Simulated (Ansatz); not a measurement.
**[H···H···Br], doublet: transfer scan**

Starting geometry:

```xyz
3

H     0.0000    0.0000   -1.1120
H     0.0000    0.0000   -0.3670
Br    0.0000    0.0000    1.4790
```

From there H2 is moved from one fragment to the other while all else, the fragments' distance too, stays fixed; atoms are numbered as listed. Energies are in kcal/mol, counted from the starting geometry at the same level. Kohn–Sham curves are unrestricted where that lies lower.

Basis cc-pVTZ; Ansatz 0.2.0. Only valence electrons are correlated (noble-gas cores and the filled d shells of p-block atoms frozen). Prefix R: restricted or restricted open-shell reference; prefix U: unrestricted. No spin–orbit coupling is included, and no scalar relativity.

Full CI isn't at hand for all of this; UCCSDT(Q) serves as the reference, and is uncertain by about the last step of the cluster series.

```
distance H1-H2 (Å)  r2SCAN
             0.693     2.0
             0.745     0.0
             0.790    -0.2
             0.835     0.4
             0.880     1.4
             0.926     2.6
             0.971     3.8
             1.016     4.9
             1.061     5.9
```

Question: Estimate the UCCSDT(Q) curve in cc-pVTZ from this one, knowing how r2SCAN errs.

Answer: The computed UCCSDT(Q) values, in kcal/mol from the starting point, and the error of r2SCAN against them:
| distance H1-H2 (Å) | UCCSDT(Q) | r2SCAN less UCCSDT(Q) |
| --- | --- | --- |
| 0.693 | 1.0 | 1.0 |
| 0.745 | 0.0 | 0.0 |
| 0.790 | 0.7 | -0.9 |
| 0.835 | 2.2 | -1.8 |
| 0.880 | 4.0 | -2.6 |
| 0.926 | 6.0 | -3.4 |
| 0.971 | 7.7 | -3.9 |
| 1.016 | 9.1 | -4.2 |
| 1.061 | 10.3 | -4.3 |

The error spans 5.3 kcal/mol and is largest, -4.3 kcal/mol, at 1.061 Å.

Functionals correlate the shells that the reference freezes, so part of their error here is the reference's.
